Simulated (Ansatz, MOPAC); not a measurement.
Gas-phase reaction in SMILES: NC=O + 3 [H][H] (H2) → C (CH4) + N (NH3) + O (H2O)

Wanted: energy of full hydrogenation (enthalpy at 298 K), in kcal/mol. Terms: dispersion terms only where a functional's name holds one; non-relativistic; no spin-orbit coupling. First-principles rows: single points at B3LYP-D3(BJ) geometries (Ansatz, a quantum-chemistry and plane-wave program), with unscaled harmonic terms from B3LYP/6-31G* at its own minima. Semi-empirical rows: MOPAC heats of formation at their own minima for 298 K.

| species | coefficient | E at B3LYP/STO-3G (Ansatz), Eh | E at wB97M-V/def2-TZVPD (Ansatz), Eh | H(298 K) - E, kcal/mol | heat of formation at MNDO (MOPAC), kcal/mol |
|---|---|---|---|---|---|
| NC=O | -1 | -167.58717 | -169.90839 | 31.50 | -39.42 |
| [H][H] (H2) | -3 | -1.16533 | -1.16077 | 8.44 | 0.72 |
| C (CH4) | +1 | -40.03875 | -40.49098 | 30.76 | -11.96 |
| N (NH3) | +1 | -55.78545 | -56.55014 | 24.05 | -6.38 |
| O (H2O) | +1 | -75.31342 | -76.43347 | 15.65 | -60.95 |

Measured values: Active Thermochemical Tables 1.112 (ions: stationary electron), as tabulated in the package chemicals; CRC Handbook, as tabulated in the package chemicals; they hold spin-orbit and core effects, anharmonicity and other conformers.  Value to compare with, the measured value: -40.2 kcal/mol. 1 Eh = 627.5095 kcal/mol.

Problem. Compute it at each level from the table, and compare with the measured value.

Solution. 
- B3LYP/STO-3G: the sum of coefficient times E is -0.05446 Eh, or -34.17 kcal/mol; the thermal terms add 13.64. Result: -20.5 kcal/mol. Its error against the measured value is 19.7 kcal/mol.
- wB97M-V/def2-TZVPD: the sum of coefficient times E is -0.08389 Eh, or -52.64 kcal/mol; the thermal terms add 13.64. Result: -39.0 kcal/mol. Its error against the measured value is 1.2 kcal/mol.
- MNDO: the sum of coefficient times heat of formation is -42.03 kcal/mol; it needs no thermal term. Its error against the measured value is -1.8 kcal/mol.
